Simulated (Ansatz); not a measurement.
# Si2H4, triplet: from triple and quadruple zeta to the limit

```xyz
6

Si   -1.5840    0.0000    0.0000
H    -2.0788    1.3997    0.0000
H    -2.0788   -0.6999    1.2122
H    -2.0788   -0.6999   -1.2122
H     0.3550    0.0000    0.0000
Si    1.7950    0.0000    0.0000
```

Connectivity, by distances: SiH3 ··· SiH.

Ansatz 0.2.0, UHF determinant, valence electrons correlated. Energies in eV.

```tsv
set	X	functions	Hartree–Fock	MP2 correlation	CCSD(T) correlation	time
def2-TZVPP	3	140	-15783.9198	-5.9463	-7.4857	19 s on 1 × NVIDIA H100 80GB HBM3 with 1 thread of AMD EPYC 7R13 Processor (Zen 3), with other jobs on the host
def2-QZVPP	4	260	-15784.4048	-6.3425	-7.8072	54 s on 1 × NVIDIA H100 80GB HBM3 with 1 thread of AMD EPYC 7R13 Processor (Zen 3), with other jobs on the host
```

Hartree–Fock is taken to follow E(X) = E∞ + A·exp(−7.88·√X), correlation E(X) = E∞ + B·X^−2.97.

Cautions: lower spins were not checked.

Q: Work out the CCSD(T) energy at the limit, and how far the shortcut misses it that extrapolates MP2 and adds CCSD(T) minus MP2 from the smaller set.

A: Hartree–Fock: E∞ = E4 + 0.1377·(E4 − E3) = -15784.4716. Correlation: E∞ = E4 + 0.7407·(E4 − E3) = -8.0454 for CCSD(T) and -6.6359 for MP2. The limit is -15792.5170 eV, 0.305 eV below def2-QZVPP. The shortcut gives a correlation energy of -6.6359 + (-1.5394) = -8.1753, 130 meV lower than the direct value.

Past Ne part of the Hartree–Fock step between the two sets comes from the cores, which don't follow the formula, so the 67 meV that it adds to the total can overshoot; that part largely cancels in differences.
